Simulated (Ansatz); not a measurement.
We consider hcp Y, described by PBEsol (Ansatz, a program for electronic structure, PAW).

Settings: plane-wave cutoff 520 eV, 12×12×8 k mesh (along the axes of the cell as run), Fermi–Dirac smearing 0.1 eV, perturbation theory, scalar-relativistic PAW data made under PBE.

The cell has the measured lattice parameters. Conventional cell: a = 3.6483 Å, b = 3.6483 Å, c = 5.7317 Å, α = 90.00°, β = 90.00°, γ = 120.00°.

```xyz
2
Lattice="3.6483 0.0000 0.0000 -1.8241 3.1595 0.0000 0.0000 0.0000 5.7317" Properties=species:S:1:pos:R:3 pbc="T T T"
Y      1.8241     1.0532     4.2988
Y      0.0000     2.1063     1.4329
```

Harmonic phonon frequencies (cm⁻¹; i marks an imaginary mode):

```tsv
q point	frequencies
Γ	0 0 0 85 85 137
M	75 83 116 129 130 135
K	___
A	___
L	88 88 100 100 128 128
H	___
```

Complete the blanks.


- K, frequencies: 104 104 105 105 126 130
- A, frequencies: 61 61 61 61 102 102
- H, frequencies: 69 69 125 125 127 127

No imaginary mode appears at these points.

Note: the cell isn't this level's own, so it is under some stress, which shifts stiffness and frequencies.
